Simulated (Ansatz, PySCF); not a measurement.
System: C2H6O, charge 0, singlet. C2H6O (SMILES COC).
B3LYP-D3(BJ)/def2-TZVP minimum from Ansatz (a program for electronic structure):
```xyz
9

C      0.0048     1.1709    -0.2006
O      0.0068     0.0028     0.5882
C     -0.0092    -1.1727    -0.1892
H      0.0177     2.0231     0.4773
H      0.8882     1.2176    -0.8515
H     -0.8928     1.2283    -0.8310
H     -0.0065    -2.0184     0.4970
H     -0.9074    -1.2256    -0.8191
H      0.8735    -1.2363    -0.8396
```

Total energies in hartree (Ansatz). Radicals and triplets start from unrestricted determinants; spin-orbit coupling is neglected. Correlated methods leave the cores frozen. No relativity. For partners of very few electrons the exact lower level stands in for a higher one.

```tsv
species	HF/cc-pVTZ	CCSD(T)/cc-pVTZ	HF/cc-pVQZ	CCSD(T)/cc-pVQZ	CCSD(T)/cc-pVDZ	CCSDT(Q)/cc-pVDZ
1: C2H6O (methoxymethane, SMILES COC)	-154.12617	-154.77674	-154.13765	-154.82561	-154.60621	-154.60785
2: C (triplet)	-37.69157	-37.78076	-37.69331	-37.78654	-37.76038	-37.76071
3: O (triplet)	-74.81176	-74.97396	-74.81729	-74.99357	-74.90995	-74.91013
4: H (doublet)	-0.49981	-0.49981	-0.49995	-0.49995	-0.49928	-0.49928
```

Task: Work out the enthalpy of formation at 298 K (by atomisation, with ideal-gas terms from PySCF's Hessian at B3LYP-D3(BJ)/def2-TZVP and the atoms' measured values of the G2/97 table; no spin-orbit terms) in kJ/mol: take Hartree-Fock from cc-pVQZ, extrapolate the CCSD(T) correlation energy as X^-3 (X = 3, 4), and add CCSDT(Q) - CCSD(T) in cc-pVDZ. The further terms named in the bracket sum to +1.20202 hartree. 1 hartree = 2625.5 kJ/mol.

Result: 
Species 1: correlation (64·(-0.68796) - 27·(-0.65057))/37 = -0.71524; step -0.00164; E1 = -154.13765 + (-0.71524) + (-0.00164) = -154.85453
Species 2: correlation (64·(-0.09323) - 27·(-0.08919))/37 = -0.09618; step -0.00033; E2 = -37.69331 + (-0.09618) + (-0.00033) = -37.78982
Species 3: correlation (64·(-0.17628) - 27·(-0.16220))/37 = -0.18655; step -0.00018; E3 = -74.81729 + (-0.18655) + (-0.00018) = -75.00402
Species 4: correlation (64·(0.00000) - 27·(0.00000))/37 = 0.00000; step +0.00000; E4 = -0.49995 + (0.00000) + (+0.00000) = -0.49995
+1·E1 -2·E2 -1·E3 -6·E4 +1.20202 = -0.06915 hartree = -181.6 kJ/mol. Measured: -44.0 kcal/mol, -184.0 kJ/mol (Active Thermochemical Tables 1.112 (ions: stationary electron), as tabulated in the package chemicals); atomic spin-orbit terms, which the calculations lack, would raise the computed values. The composite differs from it by +2.5 kJ/mol; core, relativistic and spin-orbit terms are not in it.
